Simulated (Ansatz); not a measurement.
`CC(N)=C=O`. The species carries charge 0 and has multiplicity 1. The geometry is a stationary point of PBE0-D4/def2-TZVP. It is one conformer, not always the lowest.

```xyz
10

C    -0.602    0.426   -1.085
C     0.163   -0.080    0.096
N    -0.451   -0.075    1.388
C     1.393   -0.535   -0.010
O     2.480   -0.945   -0.066
H    -0.891    1.471   -0.936
H    -1.519   -0.155   -1.226
H    -0.014    0.363   -2.003
H    -0.569   -0.996    1.787
H     0.010    0.527    2.056
```

**Question.** What is the dipole moment at B3LYP/def2-TZVPP? (Estimate.)

**Answer.** The calculation gave: 1.13 D, with components (-0.90, 0.24, 0.64) D in this frame, pointing from negative to positive charge.

**Question.** And with PBE, r2SCAN, ωB97M-V? (Estimate.)

**Answer.** Computed: PBE 1.14 D, r2SCAN 1.17 D, ωB97M-V 1.02 D.

**Question.** Give the Mulliken charges with B3LYP, PBE, ωB97M-V in def2-TZVPP. (Estimate.)

**Answer.** Computed: 
```json
{"atom": "C1", "B3LYP": "-0.21", "PBE": "-0.21", "ωB97M-V": "-0.28"}
{"atom": "C2", "B3LYP": "0.00", "PBE": "0.02", "ωB97M-V": "0.01"}
{"atom": "N3", "B3LYP": "-0.36", "PBE": "-0.35", "ωB97M-V": "-0.33"}
{"atom": "C4", "B3LYP": "0.19", "PBE": "0.09", "ωB97M-V": "0.21"}
{"atom": "O5", "B3LYP": "-0.16", "PBE": "-0.12", "ωB97M-V": "-0.18"}
{"atom": "H6", "B3LYP": "0.08", "PBE": "0.08", "ωB97M-V": "0.11"}
{"atom": "H7", "B3LYP": "0.08", "PBE": "0.08", "ωB97M-V": "0.11"}
{"atom": "H8", "B3LYP": "0.07", "PBE": "0.08", "ωB97M-V": "0.09"}
{"atom": "H9", "B3LYP": "0.15", "PBE": "0.16", "ωB97M-V": "0.13"}
{"atom": "H10", "B3LYP": "0.15", "PBE": "0.16", "ωB97M-V": "0.13"}
```

B3LYP here is the variant with VWN-RPA as its local correlation; programs differ in this.
